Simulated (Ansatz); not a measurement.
# K4CoSi: from a trial structure to a relaxed crystal

The calculation used DFT PBE, scalar-relativistic, plane waves, PAW in Ansatz 0.2.0. Cutoff 420 eV, Γ-centred k mesh, Gaussian smearing, collinear spin, first started from parallel moments.

K4CoSi was placed on the sites of a reported MgInCu4 cell (F-43m, No. 216), with Co in place of Mg, Si in place of In, K in place of Cu, at a guessed volume.

```xyz
6
Lattice="0.0000 4.3264 4.3264 4.3264 0.0000 4.3264 4.3264 4.3264 0.0000" Properties=species:S:1:pos:R:3 pbc="T T T"
K     5.4080    3.2448    5.4080
K     5.4080    5.4080    3.2448
K     3.2448    3.2448    3.2448
K     3.2448    5.4080    5.4080
Co    0.0000    0.0000    0.0000
Si    6.4896    6.4896    6.4896
```

Cell and atoms relax at zero pressure; the relaxation can't lower the symmetry of the start.

The zero of energy is the elements' standard structures at the same level; no fitted shifts are applied.

**Question.** Which crystal results?

**Answer.** It keeps F-43m (No. 216). Conventional cell: a = 9.620 Å. K has 6 K at 3.38–3.42 Å, 3 Si at 3.99 Å and 3 Co at 3.99 Å; Co is coordinated by 12 K at 3.99 Å and 4 Si at 4.17 Å; Si has 12 K at 3.99 Å and 4 Co at 4.17 Å.

```cif
data_structure
_symmetry_space_group_name_H-M 'F-43m'
_symmetry_Int_Tables_number 216
_cell_length_a 9.6203
_cell_length_b 9.6203
_cell_length_c 9.6203
_cell_angle_alpha 90.000
_cell_angle_beta 90.000
_cell_angle_gamma 90.000
_cell_volume 890.35
loop_
_atom_site_label
_atom_site_type_symbol
_atom_site_symmetry_multiplicity
_atom_site_Wyckoff_symbol
_atom_site_fract_x
_atom_site_fract_y
_atom_site_fract_z
_atom_site_occupancy
K1 K 16 e 0.62423 0.12423 0.87577 1
Co1 Co 4 a 0.00000 0.00000 0.00000 1
Si1 Si 4 d 0.25000 0.25000 0.75000 1
```

**Question.** What are its volume, energy, gap and moment?

**Answer.** The volume per atom is 37.10 Å³, the density is 1.82 g/cm³ and the energy over the elements is 1.07 eV/atom. The gap on the 8×8×8 mesh is 0 eV (a metal). The net moment per atom is 0.38 μB and the largest site moment is 2.24 μB.

The final run used a 8×8×8 mesh on its 6-atom cell and 0.10 eV smearing. For metals, differences of a few meV/atom aren't resolved. A structure relaxed within its symmetry needn't be a true minimum.

Cost: 3 runs of about 12 core-minutes in all, on Arm Neoverse V2 (shared hosts).